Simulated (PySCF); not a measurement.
hydrogen chloride (ClH), SMILES Cl. Coordinates come from a B3LYP-D3(BJ)/def2-TZVPD optimisation.

TDA-CAM-B3LYP/def2-TZVPD run with PySCF puts the lowest singlet excitations at 7.60, 7.60, 9.69, 9.69, 9.83, 9.83 eV.

### Question
What are the lowest excitation roots from ADC(2)/aug-cc-pVDZ (PySCF 2.14.0)? (The exact figures need the calculation; the answer reports its results.)

### Answer
7.81, 7.81, 10.12, 10.12, 10.58, 10.58 eV. S1 differs by 0.21 eV (second minus first; roots are paired by order, and the bases may differ).
